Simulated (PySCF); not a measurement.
hydrogen sulfide (H2S), SMILES S. The structure is a stationary point at PBE-D3(BJ)/def2-TZVPD.

PySCF with TDDFT-M06-2X/def2-TZVPD puts the lowest singlet excitations at 5.71, 6.13, 7.41, 7.58, 7.97, 8.68 eV and the lowest triplet (TDA) at 5.38 eV.

Q: What are the lowest singlet roots from EOM-CCSD/aug-cc-pVDZ (PySCF)? (Estimate from the structure and the level; the computed values follow.)

A: 6.09, 6.25, 7.86, 8.37, 8.80, 9.21 eV; triplets 5.71, 5.85, 7.83 eV. S1 differs by 0.38 eV (second minus first; roots are paired by order, and the bases may differ).
